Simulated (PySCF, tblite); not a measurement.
A complex of water and 3 × ammonia

A gas-phase complex of water and 3 × ammonia; neutral, singlet. The structure comes from a short search (6 tight-binding starts) and was relaxed by PBE0-D3(BJ)/def2-SVPD; another way of binding may lie lower. No frequency run checks that it is a minimum.

Parts: 1 = water (O), atoms 1–3; 2 = ammonia (N), atoms 4–7; 3 = ammonia (N), atoms 8–11; 4 = ammonia (N), atoms 12–15.

```xyz
15

O     0.469   -0.576   -0.018
H     0.028   -0.277    0.821
H     0.062   -1.408   -0.262
N     2.199    1.768   -0.552
H     1.658    0.898   -0.518
H     1.856    2.305   -1.343
H     3.162    1.519   -0.759
N     1.565    2.614    2.335
H     1.834    2.447    1.354
H     1.378    3.607    2.440
H     2.378    2.407    2.908
N    -0.590    0.489    2.297
H    -0.596   -0.067    3.147
H     0.089    1.257    2.429
H    -1.512    0.908    2.208
```
Atoms count from 1 in this order.

Contacts between parts, classed by geometry: H2···N12 1.774 Å (hydrogen bond, 171°); H5···O1 1.959 Å (hydrogen bond, 165°); H14···N8 2.007 Å (hydrogen bond, 168°); H9···N4 2.056 Å (hydrogen bond, 169°).

Interaction energies are complex less parts, with the parts frozen as they stand in it; counterpoise-corrected, in kcal/mol (PySCF).

**Question.** How strongly do the parts interact, level by level?

**Answer.** 
```csv
level,interaction,superposition error removed
wB97M-D3(BJ)/def2-TZVPD,-20.89,-0.76
PBE0-D3(BJ)/def2-TZVPD,-23.40,-0.66
RI-MP2/def2-TZVPD,-19.15,-2.66
```

**Question.** What holds them together? Decompose the wB97M-D3(BJ)/def2-TZVPD energy: frozen parts, their antisymmetrised product, then relaxation.

**Answer.** electrostatic -42.5, Pauli repulsion +47.3, orbital relaxation -22.8, dispersion correction -3.7 kcal/mol, which sum to the value before the counterpoise correction; the Pauli term holds the exchange-correlation of the frozen density too. Of the attraction, 62 % is electrostatic, 33 % is orbital relaxation, 5 % is dispersion correction.

**Question.** Are the pair energies additive?

**Answer.** The pairs sum to -16.25 kcal/mol (1–2 -2.0, 1–3 -1.5, 1–4 -6.4, 2–3 -2.7, 2–4 -1.2, 3–4 -2.5); the rest of -4.64 is a many-body strengthening.

The parts were also relaxed and run alone, at the levels used for the complex: shieldings by PBE0/pcSseg-2; core levels by delta-SCF with SCAN, pcX-2 on the ionised atom and pcseg-1 elsewhere, spin-free X2C.

Values alone: O1–H2 bond (Å): 0.961; shielding of H2 (ppm): 30.85; shielding of N12 (ppm): 262.5; shielding of H5 (ppm): 31.49; shielding of O1 (ppm): 328.9; O1 1s core level (eV): 539.76; N4 1s core level (eV): 405.54; N12 1s core level (eV): 405.54.

**Question.** How do these values change when the complex forms?

**Answer.** 
```
              property   alone  in the complex  change
        O1–H2 bond (Å)   0.961           0.994  +0.033
 shielding of H2 (ppm)   30.85           22.42   -8.43
shielding of N12 (ppm)   262.5           242.3   -20.2
 shielding of H5 (ppm)   31.49           27.44   -4.05
 shielding of O1 (ppm)   328.9           298.3   -30.5
 O1 1s core level (eV)  539.76          537.70   -2.05
 N4 1s core level (eV)  405.54          404.64   -0.90
N12 1s core level (eV)  405.54          404.77   -0.77
```

Density functionals tend to overstate the lengthening and the red shift of so strongly bound an X–H bond.

The 5 runs behind this took 4.8 min in all, one thread each of Arm Neoverse V1 on a shared host, launched as `OMP_NUM_THREADS=1 python cluster_run.py task.json out`.
